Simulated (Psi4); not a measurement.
# A workflow on SiPH3F− (SMILES F[SiH-]P)

Wanted: the energy (HF/def2-SVP), then a transition-state search (HF/def2-SVP), then vibrational wavenumbers (HF/def2-SVP), then the intrinsic reaction coordinate (HF/def2-SVP) of SiPH3F−. 

The results are computed with Psi4 1.11.

### Step 1. The molecule

SiPH3F−: 6 atoms, total charge -1, spin state singlet. SMILES: `F[SiH-]P`. The coordinates come from a GFN2-xTB relaxation. This is one conformer, not always the lowest.

Bond lengths: F1–Si2 1.693 Å, Si2–P3 2.254 Å, Si2–H4 1.511 Å, P3–H5 1.375 Å, P3–H6 1.378 Å. Angles: F1–Si2–P3 103.0°, F1–Si2–H4 93.4°, P3–Si2–H4 95.0°, Si2–P3–H5 89.3°, Si2–P3–H6 94.1°, H5–P3–H6 91.4°.

### Step 2. A single-point energy at HF/def2-SVP (density fitting) (run 1)

Contents of fh3psi.dat:

```
memory 1600 MB

molecule mol {
  -1 1
  F     -1.456900    -1.503930     0.661640
  Si    -0.794380    -0.477720    -0.510070
  P      0.796600     0.637220     0.633420
  H      0.142930    -1.538260    -1.038220
  H      1.290210     1.120130    -0.555580
  H      0.021550     1.762560     0.808810
  symmetry c1
}

set basis def2-SVP

e, wfn = energy('scf', return_wfn=True)
```

Launch:

```bash
$ psi4 -i fh3psi.dat -o fh3psi.out -n 1
```

fh3psi.out:

```text
[...]
  Running in c1 symmetry.
[...]
  Nuclear repulsion =  141.611045252067555
[...]
  Multiplicity = 1
[...]
  Nalpha       = 21
  Nbeta        = 21
[...]
    Number of basis functions: 65
[...]
   @DF-RHF iter   1:  -730.52382769098620   -6.96507e-01   5.54005e-03 DIIS/ADIIS
[...]
   @DF-RHF iter   8:  -730.60116724193006   -6.08269e-08   6.29180e-07 DIIS
[...]
  @DF-RHF Final Energy:  -730.60116724193006
   => Energetics <=
    Nuclear Repulsion Energy =            141.6110452520675551
    One-Electron Energy =               -1305.4975762429287443
    Two-Electron Energy =                 433.2853637489313314
    Total Energy =                       -730.6011672419299430
[...]
 Multipole Moments:
 ------------------------------------------------------------------------------------
     Multipole            Electronic (a.u.)      Nuclear  (a.u.)        Total (a.u.)
 ------------------------------------------------------------------------------------
 L = 1.  Multiply by 2.5417464519 to convert [e a0] to [Debye]
 Dipole X            :         -1.7857359            2.2727521            0.4870162
 Dipole Y            :         -1.8586278            2.3323137            0.4736860
 Dipole Z            :          2.5959850           -2.1593276            0.4366574
 Magnitude           :                                                    0.8076094
[...]
```

It took 4.2 s on 1 thread of Intel Xeon Platinum 8259CL at 2.50GHz (Skylake/Cascade Lake), shared host; peak memory 0.2 GiB.

### Step 3. A saddle-point search at HF/def2-SVP (full hess every 0) (run 2)

Contents of job.inp:

```
memory 1.6 GB

molecule mol {
  -1 1
  F     -4.18135542    -0.14702069     0.60973714
  Si    -1.50116064    -0.90275996    -0.96389260
  P      1.50535583     1.20417128     1.19699032
  H     -1.15573571    -3.35411458     0.45792410
  H      2.43814354     2.11673892    -1.04989404
  H      0.04072360     3.33075568     1.52842939
  units au
  symmetry c1
}

set {
  basis           def2-SVP
  opt_type        ts
  full_hess_every 0
  geom_maxiter    40
  scf_type        pk
}

result = opt("hf")
```

Launch:

```bash
$ psi4 job.inp job.out -n 1
```

job.out:

```text
[...]
  Running in c1 symmetry.
[...]
  Nuclear repulsion =  141.938576775625734
[...]
  Multiplicity = 1
[...]
  Nalpha       = 21
  Nbeta        = 21
[...]
    Number of basis functions: 65
[...]
   @RHF iter   1:  -730.52295501158233   -6.95706e-01   5.45929e-03 DIIS/ADIIS
[...]
  ==> Harmonic Vibrational Analysis <==
[...]
  Freq [cm^-1]                514.6080i           178.6458i           135.0633i
[...]
  IR activ [km/mol]             5.3173              4.3095              0.2148
[...]
  Freq [cm^-1]                 93.3755i            152.5186            438.0606
[...]
  IR activ [km/mol]             0.0449              3.4054             20.2313
[...]
  Freq [cm^-1]                 517.9475            626.6730            760.7153
[...]
  Freq [cm^-1]                 837.2621            895.0181           1162.1400
[...]
  Freq [cm^-1]                2115.8091           2737.3495           2750.7056
[...]
   @RHF iter   7:  -730.60857480032610   -6.13909e-12   7.38726e-09 DIIS
[...]
  @RHF Final Energy:  -730.60857480032610
   => Energetics <=
    Nuclear Repulsion Energy =            137.1978429855117270
    One-Electron Energy =               -1296.4942040282578546
    Two-Electron Energy =                 428.6877862424200885
    Total Energy =                       -730.6085748003260960
[...]
  -Total Gradient:
     Atom            X                  Y                   Z
    ------   -----------------  -----------------  -----------------
       1       -0.000003821051     0.000000866098    -0.000000323799
       2        0.000004390040     0.000005556197     0.000001133680
       3       -0.000004557922    -0.000007972397    -0.000003084241
       4        0.000002982844    -0.000002002537     0.000002665175
       5        0.000000843526     0.000001591631    -0.000001511888
       6        0.000000162560     0.000001961002     0.000001121064
[...]
```

Standard output:

```text
Warning: thermodynamics relations excluded imaginary frequencies: ['514.6080i' '178.6458i' '135.0633i' '93.3755i']
Warning: used thermodynamics relations inappropriate for low-frequency modes: ['152.5186' '438.0606' '517.9475']
Optimizer: Optimization complete!
```

Wall time 53 s (1 thread of Intel Xeon Platinum 8259CL at 2.50GHz (Skylake/Cascade Lake), shared host); peak memory 0.3 GiB.

Steps, from the record of the run:

```
step  energy from the first frame kept (eV)  largest force (eV/Å)
   0                                 0.0000                2.1158
   1                                -0.2284                1.1021
   2                                -0.2991                0.2650
   3                                -0.3035                0.0924
   4                                -0.3038                0.0305
   5                                -0.3035                0.0224
   6                                -0.3046                0.0840
   7                                -0.3043                0.0322
   8                                -0.3039                0.0111
   9                                -0.3037                0.0141
  10                                -0.3037                0.0010
  11                                -0.3037                0.0005
```

After the run. Bond lengths: F1–Si2 1.690 Å, Si2–P3 2.431 Å, Si2–H4 1.543 Å, P3–H5 1.424 Å, P3–H6 1.421 Å. Angles: F1–Si2–P3 95.7°, F1–Si2–H4 97.3°, P3–Si2–H4 93.0°, Si2–P3–H5 98.5°, Si2–P3–H6 95.6°, H5–P3–H6 93.6°.

### Step 4. The harmonic vibrations at HF/def2-SVP (run 3)

Contents of job.py:

```python
import psi4

psi4.set_memory(1600000000)
psi4.set_num_threads(1)
psi4.set_output_file('output.dat', False)

mol = psi4.geometry("""
-1 1
F
Si 1 1.69005
P 2 2.430577 1 95.68514
H 2 1.542599 1 97.33798 3 93.80515
H 3 1.423531 2 98.54579 4 125.09696
H 3 1.420543 5 93.64882 2 -96.25102
symmetry c1
""")

psi4.set_options({
    'basis': 'def2-SVP',
    'rotational_symmetry_number': 1,
    'scf_type': 'pk',
})

result = psi4.frequencies("scf")
print(f'total energy {result:.8f} hartree = {result * 27.211386:.5f} eV')
```

Launch:

```bash
$ python job.py
```

output.dat:

```text
[...]
  Running in c1 symmetry.
[...]
  Nuclear repulsion =  137.197870556217993
[...]
  Multiplicity = 1
[...]
  Nalpha       = 21
  Nbeta        = 21
[...]
    Number of basis functions: 65
[...]
   @RHF iter   1:  -730.53711285927363   -9.32932e-01   5.37876e-03 ADIIS/DIIS
[...]
  -Total Gradient:
     Atom            X                  Y                   Z
    ------   -----------------  -----------------  -----------------
       1       -0.000001473361     0.000002151945    -0.000002591262
       2       -0.000003013178    -0.000006548382     0.000000630944
       3        0.000003848463     0.000009086393     0.000000750820
       4        0.000003687291    -0.000002255625     0.000001316487
       5       -0.000002120845    -0.000000603526     0.000001088459
       6       -0.000000928370    -0.000001830798    -0.000001195445
[...]
   @RHF iter  11:  -730.60857480031757   -9.89075e-12   8.17611e-09 DIIS
[...]
  @RHF Final Energy:  -730.60857480031757
   => Energetics <=
    Nuclear Repulsion Energy =            137.1978705562179925
    One-Electron Energy =               -1296.4942573453456589
    Two-Electron Energy =                 428.6878119888100400
    Total Energy =                       -730.6085748003175695
[...]
  ==> Harmonic Vibrational Analysis <==
[...]
  Freq [cm^-1]                139.9836i            193.8036            365.7528
[...]
  IR activ [km/mol]             3.5642              0.3196             43.7836
[...]
  Freq [cm^-1]                 590.6864            688.1912            761.8627
[...]
  IR activ [km/mol]            28.1445             28.8815             81.1961
[...]
  Freq [cm^-1]                 835.2355            899.4176           1198.2806
[...]
  IR activ [km/mol]            45.7952             103.9755            39.1919
[...]
  Freq [cm^-1]                1970.2468           2447.3167           2476.3007
[...]
```

Standard output:

```text
Warning: thermodynamics relations excluded imaginary frequencies: ['139.9836i']
Warning: used thermodynamics relations inappropriate for low-frequency modes: ['193.8036' '365.7528' '590.6864']
total energy -730.60857480 hartree = -19880.87194 eV
```

Run time: 23 s. Hardware: 1 thread of Intel Xeon Platinum 8259CL at 2.50GHz (Skylake/Cascade Lake), shared host; peak memory 0.25 GiB.

### Step 5. The intrinsic reaction coordinate at HF/def2-SVP (full hess every 0, irc direction forward, irc points 4, irc step size 0.3) (run 4)

Contents of calc.inp:

```
memory 1.6 GB

molecule {
  -1 1
  F     -2.162725    -0.060227     0.417188
  Si    -0.878791    -0.559898    -0.561643
  P      0.830820     0.697421     0.623298
  H     -0.554696    -1.867084     0.190580
  H      1.546617     1.194056    -0.502503
  H      0.058123     1.880581     0.768260
  symmetry c1
}

set {
  basis def2-SVP
  opt_type irc
  irc_points 4
  irc_step_size 0.3
  full_hess_every 0
  geom_maxiter 90
  irc_direction forward
  g_convergence gau_loose
  scf_type pk
}

optimize('hf')
print_variables()
```

Launch:

```bash
$ psi4 -n 1 calc.inp calc.out
```

calc.out:

```text
[...]
  Running in c1 symmetry.
[...]
  Nuclear repulsion =  137.197874850004553
[...]
  Multiplicity = 1
[...]
  Nalpha       = 21
  Nbeta        = 21
[...]
    Number of basis functions: 65
[...]
   @RHF iter   1:  -730.53711288051272   -9.32932e-01   5.37876e-03 ADIIS/DIIS
[...]
  ==> Harmonic Vibrational Analysis <==
[...]
  Freq [cm^-1]                139.9862i            193.8034            365.7525
[...]
  IR activ [km/mol]             3.5642              0.3196             43.7836
[...]
  Freq [cm^-1]                 590.6861            688.1907            761.8634
[...]
  IR activ [km/mol]            28.1443             28.8811             81.1965
[...]
  Freq [cm^-1]                 835.2355            899.4179           1198.2805
[...]
  IR activ [km/mol]            45.7953             103.9757            39.1920
[...]
  Freq [cm^-1]                1970.2459           2447.3187           2476.3012
[...]
   @RHF iter   9:  -730.60901107939947   -8.86757e-12   6.80371e-09 DIIS
[...]
  @RHF Final Energy:  -730.60901107939947
   => Energetics <=
    Nuclear Repulsion Energy =            137.3221937846400351
    One-Electron Energy =               -1296.7368417180655342
    Two-Electron Energy =                 428.8056368540258632
    Total Energy =                       -730.6090110793995791
[...]
  -Total Gradient:
     Atom            X                  Y                   Z
    ------   -----------------  -----------------  -----------------
       1       -0.000069117430     0.000618777563    -0.000261866934
       2        0.000025162983    -0.000657832229     0.000053246445
       3        0.000588588808    -0.000224160784    -0.000059523947
       4       -0.000019496888    -0.000002693079     0.000072108008
       5       -0.000206050794     0.000325669745    -0.000144997504
       6       -0.000319086685    -0.000059761218     0.000341033929
[...]
```

The script printed:

```text
Warning: thermodynamics relations excluded imaginary frequencies: ['139.9862i']
Warning: used thermodynamics relations inappropriate for low-frequency modes: ['193.8034' '365.7525' '590.6861']
Optimizer: Optimization complete!
```

Run time: 46 s. Hardware: 1 thread of Intel Xeon Platinum 8259CL at 2.50GHz (Skylake/Cascade Lake), shared host; peak memory 0.3 GiB.

The path in brief:

| step | energy from the first frame kept (eV) | largest force (eV/Å) |
| --- | --- | --- |
| 0 | 0.0000 | 0.0005 |
| 1 | -0.0009 | 0.0131 |
| 2 | -0.0009 | 0.0117 |
| 3 | -0.0033 | 0.0243 |
| 4 | -0.0033 | 0.0205 |
| 5 | -0.0070 | 0.0285 |
| 6 | -0.0070 | 0.0272 |
| 7 | -0.0119 | 0.0347 |

### Step 6. What came out

```
                                                                 quantity                  value
                                         run 1, HF/def2-SVP: total energy          -730.60117 Eh
                                          run 1, HF/def2-SVP: HOMO energy               -1.74 eV
                                          run 1, HF/def2-SVP: LUMO energy                9.48 eV
run 1, HF/def2-SVP: HOMO–LUMO gap (to an unbound level, set by the basis)               11.21 eV
                              run 2, HF/def2-SVP: total energy at the end          -730.60857 Eh
                                          run 2, HF/def2-SVP: HOMO energy               -2.02 eV
                                          run 2, HF/def2-SVP: LUMO energy                8.91 eV
run 2, HF/def2-SVP: HOMO–LUMO gap (to an unbound level, set by the basis)               10.94 eV
                           run 3, HF/def2-SVP: lowest harmonic wavenumber  140i cm⁻¹ (imaginary)
                          run 3, HF/def2-SVP: highest harmonic wavenumber              2476 cm⁻¹
                              run 4, HF/def2-SVP: total energy at the end          -730.60901 Eh
                                          run 4, HF/def2-SVP: LUMO energy                8.97 eV
run 4, HF/def2-SVP: HOMO–LUMO gap (to an unbound level, set by the basis)               10.99 eV
```

**Reading.** 1 mode is imaginary (lowest 140i cm⁻¹): a first-order saddle point.
